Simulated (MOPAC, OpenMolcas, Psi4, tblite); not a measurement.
**NO (nitric oxide): methods side by side**

NO, doublet, SMILES `[N]=O`. Each level relaxes the structure for itself.

Each level gives the harmonic wavenumber (cm⁻¹). The values are calculated.

```
                                    level            kind     program  value (cm⁻¹)
                                 GFN2-xTB  semi-empirical      tblite          1948
                                      PM3  semi-empirical       MOPAC          2341
                                   PM6-D3  semi-empirical       MOPAC          2026
                                      PM7  semi-empirical       MOPAC          2071
                                UHF/3-21G    Hartree–Fock  OpenMolcas           754
         UHF/6-31G* (Cartesian functions)    Hartree–Fock  OpenMolcas          2221
                              UHF/cc-pVTZ    Hartree–Fock  OpenMolcas          2224
                           UPBE0/def2-SVP   global hybrid  OpenMolcas          2099
      UB3LYP/6-31G* (Cartesian functions)   global hybrid  OpenMolcas          1991
UB3LYP-D3(BJ)/def2-TZVP (density fitting)   global hybrid        Psi4          1977
```

Harmonic and unscaled. The values span 754 to 2341 cm⁻¹. Spin contamination of the reference (⟨S²⟩ at least 0.1 too high) touches UHF/3-21G. Without the sets that lack polarisation functions the rows with a basis span only 1977 to 2224 cm⁻¹.
